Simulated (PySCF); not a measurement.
## Multinuclear NMR of C3H3F3

Molfile (atoms numbered from 1):
```
C3H3F3
     RDKit          3D

  9  8  0  0  0  0  0  0  0  0999 V2000
    1.1109   -1.7582    0.1416 F   0  0  0  0  0  0  0  0  0  0  0  0
    1.3297   -0.4578   -0.0167 C   0  0  0  0  0  0  0  0  0  0  0  0
    0.3245    0.4163   -0.0741 C   0  0  0  0  0  0  0  0  0  0  0  0
    0.6090    1.7107   -0.2262 F   0  0  0  0  0  0  0  0  0  0  0  0
   -1.1217    0.0948   -0.0011 C   0  0  0  0  0  0  0  0  0  0  0  0
   -1.6918    0.6247    1.1278 F   0  0  0  0  0  0  0  0  0  0  0  0
    2.3818   -0.1741   -0.0998 H   0  0  0  0  0  0  0  0  0  0  0  0
   -1.6327    0.5245   -0.8800 H   0  0  0  0  0  0  0  0  0  0  0  0
   -1.2531   -0.9977   -0.0063 H   0  0  0  0  0  0  0  0  0  0  0  0
  1  2  1  0
  2  3  2  0
  3  4  1  0
  3  5  1  0
  5  6  1  0
  2  7  1  0
  5  8  1  0
  5  9  1  0
M  END
```

- σ from GIAO-PBE/pcSseg-2
- PBE0-D3(BJ)/def2-SVP geometry
- J: B3LYP/pcJ-1
- code: PySCF 2.14.0 with density-fitted response routines
- no relativistic terms, single conformer, one averaged value for each set of equivalent atoms, isolated molecule

Task: Where does ¹⁹F resonate?

Result: 
```
atoms                environment  σ (ppm)  δ (ppm)
   F4           vinylic fluorine    325.0   -165.2
   F1           vinylic fluorine    328.8   -168.6
   F6  fluorine on an sp3 carbon    406.7   -224.0
```

Shieldings were converted by a linear fit to measured shifts: ¹⁹F (scatter 2.5 ppm rms, 7.0 ppm with the 2 outliers that the fit left out vs CFCl3, solution or neat liquid, with a term for F on sp3 carbon). Occasional misses reach two or three times the rms, and more in compound classes unlike the fitted ones. Couplings are scaled by factors fitted to measured values: ²J(H,H) × 0.91 (rms 0.6 Hz), ¹J(C,F) × 0.77 (rms 7.3 Hz), ²J(C,F) × 1.09 (rms 1.9 Hz, 5.0 with 1 outliers), ³J(C,F) × 1.48 (rms 1.3 Hz); all others are unscaled and can be 10–30 % off.

Couplings (the largest are listed; each averaged over equivalent pairs): ¹J(F1,C2) = -256.6 Hz, ¹J(C3,F4) = -248.7 Hz, ¹J(C5,F6) = -187.8 Hz, ²J(F1,H7) = 83.9 Hz, ²J(C2,F4) = 65.5 Hz, ²J(F6,H8) = 55.0 Hz, ²J(F1,C3) = 33.0 Hz, ²J(F4,C5) = 26.2 Hz, ²J(C3,F6) = 13.9 Hz, ³J(F1,F4) = -166.6 Hz, ³J(F4,F6) = -34.5 Hz, ³J(F4,H8) = 24.8 Hz.

On a 500 MHz spectrometer ¹⁹F resonates near 470.5 MHz, so 1 ppm is 470.5 Hz.
